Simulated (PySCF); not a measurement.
**MgSH (SMILES [Mg][SH]) at UM06-2X/STO-3G**

What is the vertical doublet–quartet gap of MgSH at UM06-2X/STO-3G? Input form: a Python script.

Program for the calculation: PySCF 2.14.0.

10 further runs of the same task are left out: 4 that didn't finish, 6 set aside as unsound or not needed.

**1. Starting point**

The species is MgSH (3 atoms), meant as a doublet with charge 0. SMILES: `[Mg][SH]`. Geometry: relaxed at PBE0-D4/def2-TZVP.

Bond lengths: Mg1–S2 2.325 Å, S2–H3 1.346 Å. Angles: Mg1–S2–H3 91.4°.

**2. A single-point energy at UM06-2X/STO-3G**

run.py

```python
# [Mg][SH]
from pyscf import gto, dft

mol = gto.M(
    atom='Mg 1.366100 -0.566400 0.678300; S -0.680600 -0.418400 -0.415200; H -0.696400 0.920100 -0.276400',
    verbose=4,
    max_memory=1860,
    basis='sto-3g',
    spin=1,
)

myscf = dft.UKS(mol, xc='m06-2x')
myscf.conv_tol = 1e-10
myscf.grids.level = 5
myscf.kernel()
if not myscf.converged:
    myscf = myscf.newton().run(myscf.mo_coeff, myscf.mo_occ)

e_tot = myscf.e_tot
print(f'total energy: {e_tot:.8f} hartree')
```

On the command line:

```
OMP_NUM_THREADS=1 python run.py
```

Log:

```text
PySCF version 2.14.0

[INPUT] num. atoms = 3
[INPUT] num. electrons = 29
[INPUT] charge = 0
[INPUT] spin (= nelec alpha-beta = 2S) = 1
[INPUT] symmetry False subgroup None
[INPUT] Mole.unit = angstrom
[INPUT] Symbol           X                Y                Z      unit          X                Y                Z       unit  Magmom
[INPUT]  1 Mg     1.366100000000  -0.566400000000   0.678300000000 AA    2.581554858768  -1.070340876954   1.281801230292 Bohr   0.0
[INPUT]  2 S     -0.680600000000  -0.418400000000  -0.415200000000 AA   -1.286147600379  -0.790661410518  -0.784614286919 Bohr   0.0
[INPUT]  3 H     -0.696400000000   0.920100000000  -0.276400000000 AA   -1.316005273147   1.738737007212  -0.522320300830 Bohr   0.0

nuclear repulsion = 52.3254873523125
number of shells = 11
number of NR pGTOs = 57
number of NR cGTOs = 19
basis = sto-3g
ecp = {}

******** <class 'pyscf.dft.uks.UKS'> ********
method = UKS
initial guess = minao
damping factor = 0
level_shift factor = 0
DIIS = <class 'pyscf.scf.diis.CDIIS'>
diis_start_cycle = 1
diis_space = 8
diis_damp = 0
SCF conv_tol = 1e-10
SCF conv_tol_grad = None
SCF max_cycles = 50
direct_scf = True
direct_scf_tol = 1e-13
number electrons alpha = 15  beta = 14
XC library pyscf.dft.libxc version 7.0.0
    S. Lehtola, C. Steigemann, M. J.T. Oliveira, and M. A.L. Marques.,  SoftwareX 7, 1–5 (2018)
XC functionals = m06-2x
    Y. Zhao and D. G. Truhlar.,  Theor. Chem. Acc. 120, 215 (2008)
    Y. Zhao and D. G. Truhlar.,  Theor. Chem. Acc. 120, 215 (2008)
radial grids:
    Treutler-Ahlrichs [JCP 102, 346 (1995); DOI:10.1063/1.469408] (M4) radial grids

becke partition: Becke, JCP 88, 2547 (1988); DOI:10.1063/1.454033
pruning grids: <function nwchem_prune>
grids dens level: 5
symmetrized grids: False
atomic radii adjust function: <function treutler_atomic_radii_adjust>
small_rho_cutoff = 0
Set gradient conv threshold to 1e-05
tot grids = 108232
init E= -591.542716717552
[... the frontier-level lines of each cycle are left out ...]


cycle= 1 E= -591.842776798144  delta_E= -0.3  |g|= 0.235  |ddm|= 1.66
cycle= 2 E= -591.87983467703  delta_E= -0.0371  |g|= 0.155  |ddm|= 0.904
cycle= 3 E= -591.904878618116  delta_E= -0.025  |g|= 0.0141  |ddm|= 0.371
cycle= 4 E= -591.905191992699  delta_E= -0.000313  |g|= 0.00337  |ddm|= 0.05
cycle= 5 E= -591.905208479949  delta_E= -1.65e-05  |g|= 0.000428  |ddm|= 0.0126
cycle= 6 E= -591.905208853384  delta_E= -3.73e-07  |g|= 0.000121  |ddm|= 0.00189
cycle= 7 E= -591.905208887651  delta_E= -3.43e-08  |g|= 2.87e-05  |ddm|= 0.000536
cycle= 8 E= -591.905208889938  delta_E= -2.29e-09  |g|= 4.16e-06  |ddm|= 0.000167
cycle= 9 E= -591.905208889979  delta_E= -4.17e-11  |g|= 5.64e-07  |ddm|= 2.1e-05
Extra cycle  E= -591.90520888998  delta_E= -7.96e-13  |g|= 1.87e-07  |ddm|= 2.29e-06
converged SCF energy = -591.90520888998  <S^2> = 0.75215716  2S+1 = 2.002156
total energy: -591.90520889 hartree
```

Run time: 4.8 s. Hardware: 1 thread of Arm Neoverse V1, shared host; peak memory 0.2 GiB.

**3. The quartet at the same level**

start.xyz

```xyz
3

Mg     1.366100    -0.566400     0.678300
S     -0.680600    -0.418400    -0.415200
H     -0.696400     0.920100    -0.276400
```

input.py

```python
from pyscf import gto, dft

molecule = gto.M(
    atom='start.xyz',
    max_memory=1860,
    spin=3,
    verbose=4,
    basis='sto-3g',
)

myscf = dft.UKS(molecule, xc='m06-2x')
myscf.conv_tol = 1e-10
myscf.grids.level = 5
myscf.kernel()
if not myscf.converged:
    myscf = myscf.newton().run(myscf.mo_coeff, myscf.mo_occ)

etot = myscf.e_tot
print(f'total energy: {etot:.8f} hartree')
```

On the command line:

```
OMP_NUM_THREADS=1 python input.py
```

Log:

```text
PySCF version 2.14.0

[INPUT] num. atoms = 3
[INPUT] num. electrons = 29
[INPUT] charge = 0
[INPUT] spin (= nelec alpha-beta = 2S) = 3
[INPUT] symmetry False subgroup None
[INPUT] Mole.unit = angstrom
[INPUT] Symbol           X                Y                Z      unit          X                Y                Z       unit  Magmom
[INPUT]  1 Mg     1.366100000000  -0.566400000000   0.678300000000 AA    2.581554858768  -1.070340876954   1.281801230292 Bohr   0.0
[INPUT]  2 S     -0.680600000000  -0.418400000000  -0.415200000000 AA   -1.286147600379  -0.790661410518  -0.784614286919 Bohr   0.0
[INPUT]  3 H     -0.696400000000   0.920100000000  -0.276400000000 AA   -1.316005273147   1.738737007212  -0.522320300830 Bohr   0.0

nuclear repulsion = 52.3254873523125
number of shells = 11
number of NR pGTOs = 57
number of NR cGTOs = 19
basis = sto-3g
ecp = {}

******** <class 'pyscf.dft.uks.UKS'> ********
method = UKS
initial guess = minao
damping factor = 0
level_shift factor = 0
DIIS = <class 'pyscf.scf.diis.CDIIS'>
diis_start_cycle = 1
diis_space = 8
diis_damp = 0
SCF conv_tol = 1e-10
SCF conv_tol_grad = None
SCF max_cycles = 50
direct_scf = True
direct_scf_tol = 1e-13
number electrons alpha = 16  beta = 13
XC library pyscf.dft.libxc version 7.0.0
    S. Lehtola, C. Steigemann, M. J.T. Oliveira, and M. A.L. Marques.,  SoftwareX 7, 1–5 (2018)
XC functionals = m06-2x
    Y. Zhao and D. G. Truhlar.,  Theor. Chem. Acc. 120, 215 (2008)
    Y. Zhao and D. G. Truhlar.,  Theor. Chem. Acc. 120, 215 (2008)
radial grids:
    Treutler-Ahlrichs [JCP 102, 346 (1995); DOI:10.1063/1.469408] (M4) radial grids

becke partition: Becke, JCP 88, 2547 (1988); DOI:10.1063/1.454033
pruning grids: <function nwchem_prune>
grids dens level: 5
symmetrized grids: False
atomic radii adjust function: <function treutler_atomic_radii_adjust>
small_rho_cutoff = 0
Set gradient conv threshold to 1e-05
tot grids = 108232
init E= -591.542716717552
[... the frontier-level lines of each cycle are left out ...]


cycle= 1 E= -591.557009397829  delta_E= -0.0143  |g|= 0.129  |ddm|= 2.62


cycle= 2 E= -591.544620414842  delta_E= 0.0124  |g|= 0.212  |ddm|= 1.91


cycle= 3 E= -591.59338682212  delta_E= -0.0488  |g|= 0.0152  |ddm|= 0.943


cycle= 4 E= -591.59468557429  delta_E= -0.0013  |g|= 0.0173  |ddm|= 0.217


cycle= 5 E= -591.595424547726  delta_E= -0.000739  |g|= 0.0121  |ddm|= 0.114


cycle= 6 E= -591.595985641006  delta_E= -0.000561  |g|= 0.00536  |ddm|= 0.168


cycle= 7 E= -591.596051910919  delta_E= -6.63e-05  |g|= 0.000474  |ddm|= 0.0596


cycle= 8 E= -591.596052276137  delta_E= -3.65e-07  |g|= 0.00011  |ddm|= 0.00457


cycle= 9 E= -591.596052377358  delta_E= -1.01e-07  |g|= 3.87e-05  |ddm|= 0.00304


cycle= 10 E= -591.596052383181  delta_E= -5.82e-09  |g|= 9.81e-06  |ddm|= 0.00044


cycle= 11 E= -591.596052383706  delta_E= -5.25e-10  |g|= 1.97e-06  |ddm|= 0.000165


cycle= 12 E= -591.596052383716  delta_E= -1.01e-11  |g|= 3.34e-07  |ddm|= 2.23e-05


Extra cycle  E= -591.596052383717  delta_E= -1.48e-12  |g|= 3.23e-07  |ddm|= 3.08e-06
converged SCF energy = -591.596052383717  <S^2> = 3.7521125  2S+1 = 4.0010561
total energy: -591.59605238 hartree
```

Run time: 5.7 s. Hardware: 1 thread of Arm Neoverse V1, shared host; peak memory 0.2 GiB.

**4. Results**

Level: UM06-2X/STO-3G.

| quantity | value |
| --- | --- |
| doublet: total energy | -591.90521 Eh |
| doublet: dipole moment | 4.69 D |
| doublet: HOMO energy (highest over α and β) | -1.01 eV |
| doublet: LUMO energy (lowest over α and β) | 4.14 eV |
| doublet: ⟨S²⟩ | 0.752 |
| quartet: total energy | -591.59605 Eh |
| quartet: dipole moment | 2.43 D |
| quartet: ⟨S²⟩ | 3.752 |
| vertical energy of the quartet above the doublet | 8.413 eV |

**Reading.** At this shape the quartet lies 8.41 eV (812 kJ/mol) above the doublet. In a minimal basis such a difference can be off by several eV, whatever the method. Mulliken charges (doublet) run from -0.33 on S2 to +0.43 on Mg1; they depend strongly on the basis. Mulliken charges (quartet) run from -0.21 on H3 to +0.23 on Mg1; they depend strongly on the basis.
